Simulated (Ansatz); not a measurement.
Basis-set extrapolation for C$_{2}$H$_{2}$N$_{2}$S (`c1cnsn1`) (PBE0-D4/def2-TZVP geometry, frozen core, Ansatz). Multiplicity 1, RHF reference.

```csv
,def2-TZVPP,def2-QZVPP
HF,-583.379625,-583.399274
MP2 correlation,-0.889172,-0.952252
CCSD(T) correlation,-0.946458,-1.004221
```

Energies in hartree. Use E(X) = E(∞) + A·exp(−7.88·√X) for Hartree–Fock and E(X) = E(∞) + B·X^(−2.97) for correlation, with X = 3 and 4.

Question: What is the CCSD(T) energy at the basis-set limit?

Answer: HF limit: -583.399274 + (-0.019649) × 0.13774 = -583.40198. Correlation limit: -1.004221 + (-0.057763) × 0.74074 = -1.04701. Total: -584.44899 hartree, 3.34 eV below CCSD(T)/def2-TZVPP.
